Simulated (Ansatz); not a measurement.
A displaced shape of singlet O3:

```
atom    x (Å)    y (Å)    z (Å)
   O  -0.0376   0.0040  -0.4530
   O  -0.0167   1.0707   0.1641
   O   0.0037  -1.1105   0.2070
```

It was optimised with HF/def2-SVP in Ansatz (development build ahead of 0.2.0) to forces under 0.001 eV/Å, with restricted orbitals. Each step stands on the lowest determinant of that kind that the program's search found.

Q: What shape does it relax to, and how does the optimisation go?

A:

```xyz
3

O    -0.0362   -0.0176   -0.4264
O    -0.0166    1.0187    0.1581
O     0.0020   -1.0369    0.1864
```

Bond lengths: O1–O2 1.190 Å, O1–O3 1.190 Å. Angles: O2–O1–O3 119.5°.

```csv
step,E − E(start) (eV),largest force (eV/Å)
1,0.0000,4.7459
2,-0.3782,2.1748
3,-0.4317,0.8205
4,-0.4389,0.1916
5,-0.4392,0.0364
6,-0.4392,0.0028
7,-0.4392,0.0007
```

The optimisation ended after 7 steps with its threshold met.
